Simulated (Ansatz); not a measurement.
One geometry of AlH3NO, SMILES `[NH2][Al][OH]` radical, several functionals.

```yaml
crystal:
  periodic: [false, false, false]
  atoms:
    - {symbol: N, position_ang: [-0.923916, 0.240222, -0.760829]}
    - {symbol: Al, position_ang: [0.595155, 0.601328, 0.070682]}
    - {symbol: O, position_ang: [1.194141, -0.618497, 1.101206]}
    - {symbol: H, position_ang: [-1.434324, -0.623570, -0.657221]}
    - {symbol: H, position_ang: [-1.394741, 0.861566, -1.396804]}
    - {symbol: H, position_ang: [2.005685, -0.525147, 1.596767]}
basis:
  gaussian: {orbitals: def2-TZVPP}
magnetization: {spin_polarized: true, initial_magnetization: 1}
hamiltonian: {xc: {name: wB97M-V}}
output: {forces: true, orbitals: {seedname: orbitals}}
```

```sh
$ ansatz run in.yaml --threads 2 --pin off --events-out ev --progress --plain
```

Output, abridged:

```
Functional definition: wB97M-V
755 factors; their error is unknown
183 factors; integrals over basis functions are off by at most 1.3e-5 eV
mean field evaluation 1: about -10174.4635 eV, gradient 5.2e1 eV
mean field evaluation 2: about -10170.2729 eV, gradient 6.2e1 eV
mean field evaluation 4: about -10184.2824 eV, gradient 3.0e0 eV
mean field evaluation 8: about -10184.3286 eV, gradient 6.7e-2 eV
mean field evaluation 16: about -10184.3376 eV, gradient 1.2e-4 eV
mean field -10184.33756688 eV, -374.2675023909 hartree, gradient 3.4e-5 eV, S^2 0.751058; 0 other end points of the search recorded, 0 dependent functions left out
reference -10184.33760887 eV, -374.2675039339 hartree; 16, 15 occupied and 130, 131 virtual orbitals, 755 factors
Total energy: -10184.33760887 eV, -374.2675039339 hartree
Atom 0 at    -0.923916     0.240222    -0.760829 Å, force    -0.067763    -0.004307    -0.043177 eV/Å
Atom 1 at     0.595155     0.601328     0.070682 Å, force     0.035336     0.100699    -0.028284 eV/Å
Atom 2 at     1.194141    -0.618497     1.101206 Å, force     0.073371    -0.050273     0.075090 eV/Å
Atom 3 at    -1.434324    -0.623570    -0.657221 Å, force    -0.005863     0.020768    -0.014649 eV/Å
Atom 4 at    -1.394741     0.861566    -1.396804 Å, force    -0.009058    -0.037988     0.013539 eV/Å
Atom 5 at     2.005685    -0.525147     1.596767 Å, force    -0.026023    -0.028900    -0.002519 eV/Å
Dipole moment:     0.045329     0.174851    -0.059825 e Å
```

It took 8.5 s on 2 threads of a server CPU on a shared host, with 0.44 GiB of host memory at the peak.

With the line `hamiltonian: {xc: {name: CAM-B3LYP}, dispersion: d4}` and no forces (abridged; 2.7 s):

```
Functional definition: CAM-B3LYP
mean field evaluation 16: about -10185.0015 eV, gradient 1.7e-4 eV
mean field -10185.00149140 eV, -374.2919011672 hartree, gradient 5.7e-5 eV, S^2 0.751539
Total energy: -10185.07266320 eV, -374.2945166824 hartree
```

The same input with `hamiltonian: {xc: {name: r2SCAN0}, dispersion: d4}` and no forces (abridged; 4.1 s):

```
Functional definition: r2SCAN0
mean field evaluation 16: about -10182.9362 eV, gradient 1.1e-4 eV
mean field -10182.93619815 eV, -374.2160030398 hartree, gradient 4.7e-5 eV, S^2 0.752622
Total energy: -10182.95868783 eV, -374.2168295205 hartree
```

With the line `hamiltonian: {xc: {name: BHLYP}, dispersion: d4}` and no forces (abridged; 2.3 s):

```
Functional definition: BHLYP
mean field evaluation 16: about -10184.2736 eV, gradient 2.0e-4 eV
mean field -10184.27361591 eV, -374.2651522360 hartree, gradient 7.3e-5 eV, S^2 0.751807
Total energy: -10184.38209886 eV, -374.2691389110 hartree
```

Changing it to `hamiltonian: {xc: {name: revPBE}, dispersion: d4}` and no forces (abridged; 1.8 s):

```
Functional definition: revPBE
mean field evaluation 16: about -10183.5032 eV, gradient 1.2e-4 eV
mean field -10183.50324983 eV, -374.2368418048 hartree, gradient 6.2e-6 eV, S^2 0.752469
Total energy: -10183.76162817 eV, -374.2463370337 hartree
```

Changing it to `hamiltonian: {xc: {name: B97M-V}}` and no forces (abridged; 5.5 s):

```
Functional definition: B97M-V
mean field evaluation 16: about -10183.4517 eV, gradient 2.1e-4 eV
mean field -10183.45168894 eV, -374.2349469770 hartree, gradient 4.9e-5 eV, S^2 0.751871
Total energy: -10183.45174389 eV, -374.2349489965 hartree
```
